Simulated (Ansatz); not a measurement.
**C2H4F2O2: how energies converge with the basis set**

Aim: see how fast density functionals converge with the basis set for C2H4F2O2.

Computed with Ansatz 0.2.0, Gaussian basis. Level: one geometry, several basis sets.

Plan: PBE0-D4/def2-SVP; ωB97M-V/def2-SVP; PBE0-D4/def2-QZVPP; ωB97M-V/def2-QZVPP; the functionals' def2-TZVPP values are taken from earlier runs.

## Step 1: The relaxed structure

The geometry comes from an earlier relaxation with PBE0-D4 in a triple-zeta def2 set; it is a stationary point, not always the lowest conformer.

SMILES `OC(O)(F)CF`, 10 atoms, charge 0, spin multiplicity 1.

Atoms are counted from 1 here; the program's logs count them from 0.

Bond lengths: O1–C2 1.371 Å, O1–H7 0.964 Å, C2–O3 1.356 Å, C2–F4 1.388 Å, C2–C5 1.518 Å, O3–H8 0.964 Å, C5–F6 1.378 Å, C5–H9 1.091 Å, C5–H10 1.091 Å. Angles: C2–O1–H7 108.1°, O1–C2–O3 109.9°, O1–C2–F4 107.8°, O1–C2–C5 113.2°, O3–C2–F4 110.0°, O3–C2–C5 108.3°, F4–C2–C5 107.6°, C2–O3–H8 108.0°, C2–C5–F6 108.3°, C2–C5–H9 110.2°, C2–C5–H10 109.2°, F6–C5–H9 109.2°, F6–C5–H10 108.9°, H9–C5–H10 110.9°.

## Step 2: PBE0-D4 in def2-SVP

in.yaml

```yaml
crystal:
  periodic: [false, false, false]
  atoms:
    - {symbol: O, position_ang: [1.017872, -0.297689, -1.049437]}
    - {symbol: C, position_ang: [-0.033730, -0.417164, -0.177194]}
    - {symbol: O, position_ang: [0.190853, -1.444847, 0.677935]}
    - {symbol: F, position_ang: [-1.177147, -0.662460, -0.924010]}
    - {symbol: C, position_ang: [-0.280195, 0.838348, 0.639343]}
    - {symbol: F, position_ang: [-0.371593, 1.906993, -0.225880]}
    - {symbol: H, position_ang: [0.853018, 0.465211, -1.615686]}
    - {symbol: H, position_ang: [0.535156, -2.187282, 0.167655]}
    - {symbol: H, position_ang: [-1.213435, 0.747861, 1.196935]}
    - {symbol: H, position_ang: [0.562300, 0.999729, 1.313440]}
basis:
  gaussian: {orbitals: def2-SVP}
hamiltonian: {xc: pbe0, dispersion: d4}
output: {orbitals: {seedname: orbitals}}
```

Further steps of the session: ωB97M-V in def2-SVP; PBE0-D4 in def2-QZVPP; ωB97M-V in def2-QZVPP.

Before running them: what should the planned runs give, taken together? Wanted: PBE0-D4: double and triple zeta above quadruple; ωB97M-V: double and triple zeta above quadruple.

**Answer**, as computed:

| quantity | value |
| --- | --- |
| PBE0-D4: double and triple zeta above quadruple | 14.62, 0.62 eV |
| ωB97M-V: double and triple zeta above quadruple | 14.94, 0.59 eV |

**Reading.** PBE0-D4 gains 14.00 eV from double to triple zeta, then 0.62 eV more. These are total energies; as a rule much of such shifts cancels in differences, which this series doesn't test. The LUMO of ωB97M-V is positive and keeps falling with the basis (3.53 to 1.83 eV): an unbound level that the basis holds in place.
